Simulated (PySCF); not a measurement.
# C5H10 (1-pentene): the cost of one run

Programs: PySCF 2.14.0, with routines of our own; each step states its level. All values are computed. Atoms count from 0.

## 1. The starting structure

15 atoms, charge 0, multiplicity 1; geometry from: GFN2-xTB.

## 2. Relaxing the molecule at PBE0-D3(BJ)/def2-TZVP

Job settings and geometry (Å):

```
{"job": {"xc": "PBE0", "basis": "def2-TZVP", "d3": "d3bj", "grid": 2, "kind": "geom"}, "charge": 0, "multiplicity": 1}
C      2.453118     0.907249     0.289085
C      1.621768    -0.053266    -0.067202
C      0.272457    -0.274469     0.536273
C     -0.838564    -0.115604    -0.506479
C     -2.215377    -0.348335     0.101995
H      2.205204     1.608356     1.069469
H      3.415893     1.034322    -0.175930
H      1.892239    -0.742563    -0.857290
H      0.109941     0.433014     1.351883
H      0.224493    -1.287047     0.948705
H     -0.790455     0.890664    -0.928745
H     -0.674251    -0.825052    -1.320733
H     -2.402972     0.363232     0.903230
H     -2.992116    -0.229627    -0.649954
H     -2.285792    -1.352884     0.513989
```

Command:

```bash
$ OMP_NUM_THREADS=1 python excited_run.py task.json out
```

The driver reads the jobs from task.json and runs them one after another.

Q: Estimate the wall time and peak memory of this first job on 1 thread of Intel Xeon 6975P-C, shared host.

About 37 s, with a peak of 0.9 GiB.
